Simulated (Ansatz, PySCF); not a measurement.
Molecule: trimethyl amine, C3H9N, charge 0, multiplicity 1. SMILES: CN(C)C
Geometry: optimised at B3LYP-D3(BJ)/def2-TZVP (Ansatz, a program for electronic structure).

PBE beside other levels, property by property. Valence correlation only, unless marked. Open shells are spin-unrestricted. No spin-orbit coupling. Non-relativistic. CBS(X,Y): correlation extrapolated as X^-3; Hartree-Fock from the larger set. The bracket is a focal-point correction in the basis named. Rows marked 298 K are enthalpies with B3LYP-D3(BJ) harmonic zero-point and thermal terms from PySCF. Enthalpies of formation rest on the atoms' values in the G2/97 table (older ones for B and Si), with no core term in the frozen-core levels. The coupled-cluster column (Ansatz) is a level with limits of its own: RI-MP2/CBS(cc-pVTZ,cc-pVQZ)+[CCSD(T)-MP2]/cc-pVTZ.

| property | PBE/def2-TZVPD (Ansatz) | M06-2X/def2-TZVPD (PySCF) | wB97X-V/def2-TZVPD (Ansatz) | CCSD(T)/cc-pVTZ (Ansatz) | coupled cluster | measured |
|---|---|---|---|---|---|---|
| C-N bond dissociation enthalpy, 298 K, to C[N]C + [CH3] (CH3) (kcal/mol) | 74.7 | 80.0 | 78.0 | 77.3 | 79.6 | - |
| enthalpy of formation at 298 K by atomisation (kcal/mol) | -21.1 | -3.7 | -7.3 | 22.4 | -5.3 | -5.7 |

Measured values: Active Thermochemical Tables 1.112 (ions: stationary electron), as tabulated in the package chemicals; they hold spin-orbit effects, which all levels lack, and core correlation, which the frozen-core levels lack.

As the rows show:
- C-N bond dissociation enthalpy, 298 K, to C[N]C + [CH3] (CH3): PBE lies 4.9 kcal/mol below coupled cluster.
- enthalpy of formation at 298 K by atomisation: PBE lies 15.4 kcal/mol below the measured value.
